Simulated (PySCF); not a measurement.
## CH3FMg: core ionisation energies

Species: MgMeF, CH3FMg.
Structure used (PBE0-D3(BJ)/def2-SVP), in Å, numbered top down from 1:
```xyz
6
CH3FMg angstrom
Mg    -0.0149    0.0009   -1.2931
C      0.0047   -0.0003    0.7831
H     -0.4300    0.9257    1.1951
H      1.0314   -0.0835    1.1775
H     -0.5731   -0.8445    1.1952
F     -0.0181    0.0017   -3.0579
```

Theory: delta-SCF UKS SCAN, pcX-2 on the ionised atom, pcseg-1 elsewhere, spin-free X2C in PySCF 2.14.0. Each binding energy is the total energy of the core-ionised species, with the hole localised on one atom, minus that of the ground state; both are solved self-consistently, so orbital relaxation is included.

Problem. List the computed XPS lines with their assignment.

Solution. 
```csv
atom(s),bonded to,level,binding energy (eV),count
Mg1,F and C,Mg 1s,1311.74,1
C2,3 H and Mg,C 1s,289.49,1
F6,Mg,F 1s,689.83,1
```

Problem. Which effective nuclear charge Zeff reproduces each element's mean 1s value in the hydrogen-like formula E = 13.606 eV × Zeff²?

Solution. C (Z = 6): mean 289.5 eV, Zeff = 4.61, Z − Zeff = 1.39; F (Z = 9): mean 689.8 eV, Zeff = 7.12, Z − Zeff = 1.88; Mg (Z = 12): mean 1311.7 eV, Zeff = 9.82, Z − Zeff = 2.18. Means run over the listed sites, weighted by atom count.

Problem. What is the longest wavelength that can ionise C 1s of C2 vertically?

Solution. λ = hc/E = 12398.42 eV Å / 289.49 eV = 42.828 Å.

Geometry: PBE0-D3(BJ)/def2-SVP; no solvent, vibrations or thermal averaging.
